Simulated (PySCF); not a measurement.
# Which functional comes closest?

Molecule: `InChI=1S/C4H9F/c1-4(2,3)5/h1-3H3`.

Cartesian coordinates in Å; atom numbers follow the order of the lines, from 1:
```xyz
14

C     1.252    0.014   -0.744
C     0.154   -0.070    0.302
C    -0.809   -1.211    0.025
C    -0.568    1.254    0.475
F     0.778   -0.355    1.519
H     0.833    0.234   -1.737
H     1.967    0.808   -0.482
H     1.798   -0.939   -0.799
H    -1.339   -1.057   -0.927
H    -1.553   -1.284    0.831
H    -0.264   -2.164   -0.030
H     0.148    2.046    0.740
H    -1.084    1.545   -0.452
H    -1.313    1.179    1.280
```

Geometry PBE0-D3(BJ)/def2-SVP throughout; GIAO in PySCF 2.14.0 with density-fitted response routines, gas phase, one conformer, non-relativistic; equivalent atoms averaged; basis pcSseg-1.

Reference values (measured; solution, not stated per compound (mostly CDCl3 or CCl4); Pretsch, Buehlmann, Badertscher, Structure Determination of Organic Compounds, 4th ed. (2009)): δ(C2) = 93.5 ppm, δ(C1/C3/C4) = 28.3 ppm, δ(H6/H7/H8/H9/H10/H11/H12/H13/H14) = 1.34 ppm. Computed shifts are taken against TMS, calculated as an isolated molecule at each level.

How do the functionals HF, LDA, PBE, BLYP, BP86, OPBE, KT2, KT3, B97-D, B3LYP, PBE0, mPW1PW91, WP04, B97-2, BHandHLYP, CAM-B3LYP, wB97X-D, LC-wPBE perform against the reference? Times are CPU seconds on shared hosts with different chips, so compare them loosely.

Answers


```
functional                    kind    C2  C1/C3/C4  H6/H7/H8/H9/H10/H11/H12/H13/H14  mean abs. error C  abs. error H  core-s
        HF            Hartree–Fock  79.8      28.2                             1.28                6.9          0.06     2.9
       LDA                     LDA  97.3      31.1                             1.31                3.3          0.03     8.7
       PBE                     GGA  93.8      30.3                             1.29                1.1          0.05      11
      BLYP                     GGA  95.3      30.8                             1.31                2.1          0.03      11
      BP86                     GGA  94.2      30.5                             1.30                1.5          0.04      11
      OPBE                     GGA  88.9      28.6                             1.27                2.4          0.07      11
       KT2                     GGA  91.2      29.5                             1.29                1.7          0.05      12
       KT3                     GGA  89.5      28.8                             1.27                2.2          0.07      12
     B97-D                     GGA  92.3      29.9                             1.31                1.4          0.03      11
     B3LYP           global hybrid  92.2      30.4                             1.30                1.7          0.04     6.6
      PBE0           global hybrid  89.9      29.8                             1.28                2.5          0.06      16
  mPW1PW91           global hybrid  90.0      29.8                             1.28                2.5          0.06     6.6
      WP04           global hybrid  95.8      29.6                             1.28                1.8          0.06      11
     B97-2           global hybrid  89.3      29.5                             1.28                2.7          0.06     9.9
 BHandHLYP           global hybrid  87.7      29.7                             1.29                3.6          0.05      10
 CAM-B3LYP  range-separated hybrid  91.3      30.4                             1.30                2.2          0.04      13
   wB97X-D  range-separated hybrid  90.0      30.2                             1.29                2.7          0.05      13
   LC-wPBE  range-separated hybrid  89.3      29.9                             1.29                2.9          0.05      19
```

For ¹³C the closest is PBE (1.1 ppm, with B97-D practically level) and the furthest HF (6.9 ppm).

For ¹H the closest is LDA (0.03 ppm, with BLYP, B97-D, BP86, B3LYP, CAM-B3LYP, PBE, KT2, BHandHLYP, wB97X-D, LC-wPBE practically level) and the furthest KT3 (0.07 ppm). One molecule is a small sample, and vibrational and solvent effects are absent from the calculation.
